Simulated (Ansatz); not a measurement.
Sn₃Ru: from a trial structure to a relaxed crystal

The calculation used DFT PBE, scalar-relativistic, plane waves, PAW (Ansatz). Cutoff 420 eV, Γ-centred k mesh, Gaussian smearing, no spin polarisation in the final step.

Sn₃Ru was placed on the Cu3Au (L1_2) structure type (Pm-3m, No. 221), with Ru in place of Au, Sn in place of Cu, at a guessed volume.

```
Sn Ru
1.0
     4.44940    0.00000    0.00000
     0.00000    4.44940    0.00000
     0.00000    0.00000    4.44940
Sn Ru
3 1
Direct
  0.00000 0.50000 0.50000
  0.50000 0.00000 0.50000
  0.50000 0.50000 0.00000
  0.00000 0.00000 0.00000
```

Cell and atoms relax at zero pressure; the relaxation can't lower the symmetry of the start.

Formation energies are uncorrected and refer to the elements' standard structures at the same level.

(1) Which crystal results?

(2) What are its volume, energy, density and gap?

Results:

(1) It keeps Pm-3m (No. 221). The result has the Cu3Au (L1_2) structure. Conventional cell: a = 4.441 Å. Around Sn lie 4 Ru at 3.14 Å and 8 Sn at 3.14 Å; around Ru lie 12 Sn at 3.14 Å.

```
Sn Ru
1.0
     4.44146    0.00000    0.00000
     0.00000    4.44146    0.00000
     0.00000    0.00000    4.44146
Sn Ru
3 1
Direct
  0.00000 0.50000 0.50000
  0.50000 0.00000 0.50000
  0.50000 0.50000 0.00000
  0.00000 0.00000 0.00000
```

(2) The volume per atom is 21.90 Å³, the density is 8.67 g/cm³ and the energy over the elements is 0.45 eV/atom. The gap on the 10×10×10 mesh is 0 eV (a metal).

The final run used a 10×10×10 mesh on its 4-atom cell and 0.10 eV smearing. For metals, differences of a few meV/atom aren't resolved. Symmetry constrained the relaxation, so the result can be a saddle point. The steps took about 80 core-seconds in all.